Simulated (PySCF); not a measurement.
Homolysis of single bonds, series B NH2-H. All species are isolated molecules in the gas phase. Strings in code marks are SMILES.

All values below come from B3LYP-D3(BJ)/def2-TZVP (PySCF). B3LYP has the VWN-RPA correlation part, as in Gaussian. 

| species | dipole moment (D) |
|---|---|
| whole molecule (`NB(N)N`) | 0.02 |
| radical fragment (`N[B]N`) | … |
| radical fragment (`[NH2]`) | 1.94 |
| whole molecule (`NBN`) | 1.35 |
| radical fragment (`N[BH]`) | … |
| whole molecule (`BN`) | 1.97 |
| radical fragment (`[BH2]`) | 0.49 |
| whole molecule (`B`) | 0.00 |

### Question
Fill in the missing entries.

### Answer

- radical fragment (`N[B]N`), dipole moment (D): 1.64
- radical fragment (`N[BH]`), dipole moment (D): 2.29
